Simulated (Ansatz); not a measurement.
# C4H6O2: the cost of one run

Computed with Ansatz 0.2.0, driven from Python. Level of theory: r2SCAN+D4/6-31G*.

**1. The structure**

Bond lengths: C1–C2 1.538 Å, C2–C3 1.464 Å, C3–O4 1.293 Å, C2–C5 1.520 Å, C2–O6 1.449 Å, C5–O6 1.461 Å, C1–H7 1.048 Å, C1–H8 1.081 Å, C1–H9 1.128 Å, C3–H10 1.114 Å, C5–H11 1.048 Å, C5–H12 1.064 Å. Angles (14 of 22 angles, heavy atoms first): C1–C2–C3 118.5°, C1–C2–C5 120.1°, C1–C2–O6 115.7°, C3–C2–C5 116.6°, C3–C2–O6 112.2°, C5–C2–O6 58.9°, C2–C3–O4 123.5°, C2–C5–O6 58.1°, C2–O6–C5 63.0°, C2–C1–H7 110.7°, C2–C1–H8 107.4°, C2–C1–H9 108.6°, C2–C3–H10 117.7°, O4–C3–H10 118.4°.

The script reads c4h6o2.xyz:

```xyz
12

C     0.12570   -0.85510    1.14600
C     0.00050    0.16560    0.00250
C     1.21550    0.82000   -0.48760
O     2.18660    0.18680   -1.06110
C    -1.16690    0.08360   -0.96720
O    -1.11630    1.08320    0.09770
H     0.69200   -1.68310    0.84370
H    -0.87630   -1.14050    1.43510
H     0.56140   -0.33390    2.04640
H     1.35630    1.89810   -0.24580
H    -1.04520    0.43540   -1.94730
H    -1.85630   -0.71540   -0.82840
```

**2. Script**

File opt_c4h6o2.py:

```python
import itertools

import ansatz as az
from ase.data import atomic_numbers, covalent_radii
import numpy as np

BASIS_SET = '6-31G*'
XC = 'r2SCAN'
VDW = 'd4'


def main() -> None:
    mol = az.Crystal.molecule_from_extxyz('c4h6o2.xyz')

    model = (
        mol.calculation()
        .basis(gaussian=BASIS_SET)
        .functional(XC, dispersion=VDW)
        .scf(lower_state_search='off')
    )
    symbols = [site.symbol for site in mol.cartesian_sites]
    start = np.array([site.position_ang for site in mol.cartesian_sites], dtype=float)
    def progress(event):
        if event['event'] == 'relax_step':
            row = event['data']
            print(f'step {row["step"]:3d}  E = {row["lagrangian_ev"]:.6f} eV  largest force component {row["allowed_force_max_ev_ang"]:.4f} eV/A')


    r = model.relax(force_tolerance=0.02, max_steps=100).session().plan().execute(on_event=progress).report
    end = np.array(r['positions_ang'])

    for key in ('converged', 'free_energy_ev', 'reference_energy_ev', 'n_frozen', 'n_occupied', 'n_virtual'):
        print(f'{key:22s} {r[key]}')

    radius = [covalent_radii[atomic_numbers[s]] for s in symbols]
    span = lambda where, i, j: np.linalg.norm(where[i] - where[j])
    bonded = [(i, j) for i, j in itertools.combinations(range(len(symbols)), 2) if min(span(start, i, j), span(end, i, j)) < 1.2 * (radius[i] + radius[j])]
    print('pair        before    after (A)')
    for i, j in bonded:
        print(f'{symbols[i]}{i}-{symbols[j]}{j}'.ljust(10), f'{span(start, i, j):8.4f} {span(end, i, j):8.4f}')
    for first, second in list(itertools.combinations(bonded, 2)):
        shared = set(first) & set(second)
        if shared and symbols[(j := shared.pop())] != 'H':
            i, k = sorted((set(first) | set(second)) - {j})
            u, v = end[i] - end[j], end[k] - end[j]
            angle = np.degrees(np.arccos(np.clip(u @ v / np.linalg.norm(u) / np.linalg.norm(v), -1, 1)))
            print(f'final angle {symbols[i]}{i}-{symbols[j]}{j}-{symbols[k]}{k}: {angle:.2f} deg')


if __name__ == '__main__':
    main()
```

**3. What the engine is handed**

The package turns the script's settings into the engine's input:

```yaml
crystal:
  periodic: [false, false, false]
  atoms:
    - { symbol: C, position_ang: [0.1257, -0.8551, 1.146] }
    - { symbol: C, position_ang: [0.0005, 0.1656, 0.0025] }
    - { symbol: C, position_ang: [1.2155, 0.82, -0.4876] }
    - { symbol: O, position_ang: [2.1866, 0.1868, -1.0611] }
    - { symbol: C, position_ang: [-1.1669, 0.0836, -0.9672] }
    - { symbol: O, position_ang: [-1.1163, 1.0832, 0.0977] }
    - { symbol: H, position_ang: [0.692, -1.6831, 0.8437] }
    - { symbol: H, position_ang: [-0.8763, -1.1405, 1.4351] }
    - { symbol: H, position_ang: [0.5614, -0.3339, 2.0464] }
    - { symbol: H, position_ang: [1.3563, 1.8981, -0.2458] }
    - { symbol: H, position_ang: [-1.0452, 0.4354, -1.9473] }
    - { symbol: H, position_ang: [-1.8563, -0.7154, -0.8284] }
basis:
  gaussian:
    orbitals: "6-31G*"
hamiltonian:
  xc: r2scan
  dispersion: d4
scf:
  lower_state_search: "off"
relax:
  f_tol: 0.02
  max_steps: 100
```

**4. The run**

Command:

```bash
python opt_c4h6o2.py
```

Q: Estimate wall time and peak memory on 1 thread of Arm Neoverse V2, shared host.

About 53 s, with a peak of 0.21 GiB.
